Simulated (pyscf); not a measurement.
Optimised with ωB97X-D3(BJ)/def2-SVP in PySCF.

Q: PBE/def2-TZVP puts the barrier of O=CrH(=O)–OH + H₂O → O=Cr(=O)(OH)–OH + H₂ (four-centre exchange; singlet surface; Cr–H, H–O broken, Cr–O, H–H formed) at 21.8 kcal/mol and the reaction energy at -15.4 kcal/mol, from the separated reactants. What do r²SCAN/def2-TZVP, M06-2X/def2-TZVP, ωB97M-D3(BJ)/def2-TZVP give on the same structures?

A: r²SCAN: ΔE‡ = 22.2 kcal/mol, ΔE = -17.3 kcal/mol; M06-2X: ΔE‡ = 35.9 kcal/mol, ΔE = -7.8 kcal/mol; ωB97M-D3(BJ): ΔE‡ = 34.3 kcal/mol, ΔE = -7.0 kcal/mol. PBE's barrier lies under all of them, by 0.4 to 14.1 kcal/mol. Its reaction energy lies among theirs. At the saddle there is also a short Cr–H contact that neither side keeps. This is the saddle that the search found; another between the same sides may lie lower.
